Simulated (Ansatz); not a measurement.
Input file:

```yaml
crystal:
  periodic: [false, false, false]
  atoms:
    - {symbol: Al, position_ang: [0.000000, 0.000000, 0.000000]}
    - {symbol: As, position_ang: [0.000000, 0.000000, 2.582200]}
basis:
  gaussian: {orbitals: cc-pVDZ}
total_charge: 1
magnetization: {spin_polarized: false, initial_magnetization: 3}
correlation: {method: fic_mrcisd_q, electrons: outside_noble_gas, active_space: {window: {electrons: 7, orbitals: 8}, shells: [{species: Al, l: s, shell: 3}, {species: Al, l: p, shell: 3}, {species: As, l: s, shell: 4}, {species: As, l: p, shell: 4}]}}
```

```sh
$ ansatz run in.yaml --threads 1 --pin off --events-out ev --progress --plain --max-ram 2393MiB
```

Output:

```
847 factors; integrals over basis functions are off by at most 1.7e-7 eV
mean field evaluation 1: about -67370.1039 eV, gradient 8.1e0 eV
mean field evaluation 2: about -67370.1520 eV, gradient 8.2e0 eV
mean field evaluation 4: about -67370.7707 eV, gradient 9.0e-1 eV
mean field evaluation 8: about -67370.7984 eV, gradient 2.7e-1 eV
mean field evaluation 16: about -67370.8061 eV, gradient 1.9e-6 eV
mean field -67370.80605097 eV, -2475.8314568007 hartree, gradient 2.1e-6 eV, S^2 3.750000; 1 other end points of the search recorded, 0 dependent functions left out
reference -67370.80605097 eV, -2475.8314568007 hartree; 24, 21 occupied and 21, 24 virtual orbitals, 847 factors
state -67372.03121748 eV, -2475.8764808395 hartree
contracted CI cycle   1: correlation 0.00000000 eV, 0.0000000000 hartree, residual 9.19e0 eV
contracted CI cycle   2: correlation -2.04281598 eV, -0.0750721025 hartree, residual 1.61e0 eV
contracted CI cycle   3: correlation -2.09675916 eV, -0.0770544779 hartree, residual 2.57e-1 eV
contracted CI cycle   4: correlation -2.09830974 eV, -0.0771114608 hartree, residual 4.71e-2 eV
contracted CI cycle   5: correlation -2.09836142 eV, -0.0771133599 hartree, residual 9.90e-3 eV
contracted CI cycle   6: correlation -2.09836364 eV, -0.0771134413 hartree, residual 1.90e-3 eV
contracted CI cycle   7: correlation -2.09836372 eV, -0.0771134443 hartree, residual 3.97e-4 eV
state -67372.03121748 eV, -2475.8764808395 hartree; corrected -67374.24886014 eV, -2475.9579777040 hartree
Total energy: -67374.24886014 eV, -2475.9579777040 hartree
Checks for a lower state left out: starts, orbital_swaps
```

For the same geometry and basis full CI lies 26.2 meV higher.

Ran on 1 thread of Intel Xeon, shared host: 13 s wall, 0.21 GiB peak host memory.
